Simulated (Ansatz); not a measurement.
Ansatz (a first-principles code) input (wB97M-V/def2-TZVPP): A basis named .json is the Basis Set Exchange file of that set (core-valence sets with the plain set on hydrogen).

Ansatz 0.2 input:
```yaml
crystal:
  periodic: [false, false, false]
  atoms:
    - {symbol: Cl, position_ang: [-0.00000000, -0.00000000, -0.07122178]}
    - {symbol: H, position_ang: [0.00000000, 0.00000000, 1.21077034]}
basis:
  gaussian:
    orbitals: def2-TZVPP
    fitting: {mean_field: cc-pV5Z-JKFIT.json}
hamiltonian:
  xc: {name: wB97M-V}
magnetization: {spin_polarized: false}
```

Output:

```
Functional definition: wB97M-V
integrals: 0.01 GiB planned
264 factors; integrals over basis functions are off by at most 1.3e0 eV
integrals: 0.04 GiB planned
264 factors; integrals over basis functions are off by at most 3.9e-7 eV
mean field: 0.14 GiB planned
mean field evaluation 1: about -12538.4284 eV, gradient 9.9e0 eV
mean field evaluation 2: about -12538.6562 eV, gradient 6.7e0 eV
mean field evaluation 4: about -12538.7350 eV, gradient 1.5e-1 eV
mean field evaluation 8: about -12538.7382 eV, gradient 1.7e-3 eV
mean field -12538.73824346 eV, -460.7901313850 hartree, gradient 3.4e-5 eV, S^2 0.000000; 0 other end points of the search recorded, 0 dependent functions left out
reference -12538.73826652 eV, -460.7901322327 hartree; 9, 9 occupied and 47, 47 virtual orbitals, 264 factors
Total energy: -12538.73826652 eV, -460.7901322327 hartree
```
